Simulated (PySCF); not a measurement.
`CC[C@H](C)SC`, C₅H₁₂S

Molfile (atoms numbered from 1):
```
C5H12S
     RDKit          3D

 18 17  0  0  0  0  0  0  0  0999 V2000
   -1.9406   -1.0437    0.1280 C   0  0  0  0  0  0  0  0  0  0  0  0
   -1.1399    0.1288   -0.4092 C   0  0  0  0  0  0  0  0  0  0  0  0
   -0.0927    0.6848    0.5540 C   0  0  2  0  0  0  0  0  0  0  0  0
    0.5740    1.9429    0.0195 C   0  0  0  0  0  0  0  0  0  0  0  0
    1.1285   -0.5632    1.1052 S   0  0  0  0  0  0  0  0  0  0  0  0
    1.9202   -1.0305   -0.4475 C   0  0  0  0  0  0  0  0  0  0  0  0
   -2.6618   -1.4102   -0.6176 H   0  0  0  0  0  0  0  0  0  0  0  0
   -2.5063   -0.7587    1.0297 H   0  0  0  0  0  0  0  0  0  0  0  0
   -1.2765   -1.8747    0.4093 H   0  0  0  0  0  0  0  0  0  0  0  0
   -1.8192    0.9592   -0.6718 H   0  0  0  0  0  0  0  0  0  0  0  0
   -0.6445   -0.1497   -1.3561 H   0  0  0  0  0  0  0  0  0  0  0  0
   -0.5929    0.9267    1.5086 H   0  0  0  0  0  0  0  0  0  0  0  0
   -0.1755    2.7320   -0.1545 H   0  0  0  0  0  0  0  0  0  0  0  0
    1.3251    2.3243    0.7253 H   0  0  0  0  0  0  0  0  0  0  0  0
    1.0749    1.7528   -0.9429 H   0  0  0  0  0  0  0  0  0  0  0  0
    2.7044   -1.7536   -0.1834 H   0  0  0  0  0  0  0  0  0  0  0  0
    2.3976   -0.1743   -0.9463 H   0  0  0  0  0  0  0  0  0  0  0  0
    1.2213   -1.5206   -1.1417 H   0  0  0  0  0  0  0  0  0  0  0  0
  1  2  1  0
  2  3  1  0
  3  4  1  0
  3  5  1  0
  5  6  1  0
  1  7  1  0
  1  8  1  0
  1  9  1  0
  2 10  1  0
  2 11  1  0
  3 12  1  1
  4 13  1  0
  4 14  1  0
  4 15  1  0
  6 16  1  0
  6 17  1  0
  6 18  1  0
M  END
```

Computed, not measured: quadratic response CAM-B3LYP/aug-cc-pVDZ first hyperpolarisability, Taylor convention, gas phase in PySCF 2.14.0. Geometry: PBE0-D3(BJ)/def2-SVP.

Problem. Give the tensor of the second harmonic β(−2ω;ω,ω) at 1064 nm in the axes of these coordinates.

Solution. In au, Taylor convention; rows are the first index (the induced dipole):
```csv
,xx,yy,zz,xy,xz,yz
x,-4.5,+7.2,-37.9,-3.0,-26.8,-27.9
y,-3.5,-32.4,+9.4,+6.8,-27.7,-17.8
z,-27.4,-18.2,-45.8,-27.2,-38.2,+9.4
```
Norm of βᵢ = ⅓ Σⱼ (βᵢⱼⱼ + βⱼᵢⱼ + βⱼⱼᵢ): 100.9 au, hyper-Rayleigh value 47.7 au.
